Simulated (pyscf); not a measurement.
Thermochemistry of product channels of H₃C–CH₂–Zn–OH (SMILES C[CH2][Zn][OH]) + H₂ (SMILES [H][H]) on the singlet surface, in kcal/mol, from ωB97M-D3(BJ)/def2-TZVP energies (ideal gas, 1 atm, RRHO with modes under 100 cm⁻¹ raised to 100, one conformer, R ln 2 for rigid chiral ones). Optimised with ωB97X-D3(BJ)/def2-SVP in PySCF.

```
products                                              ΔE  ΔH(298 K)  ΔG(600 K)  ΔG(900 K)
-------------------------------------------------  -----  ---------  ---------  ---------
HO–ZnH (SMILES [OH][ZnH]) + H₃C–CH₃ (SMILES CC)    -13.3      -10.8      -11.7      -11.2
CH₄ (SMILES C) + H₃C–Zn–OH (SMILES [CH3][Zn][OH])  -21.4      -18.5      -21.3      -21.9
```

These are energies of the channels, which say nothing of barriers. Elements up to Kr have no core potential and no relativistic terms here.
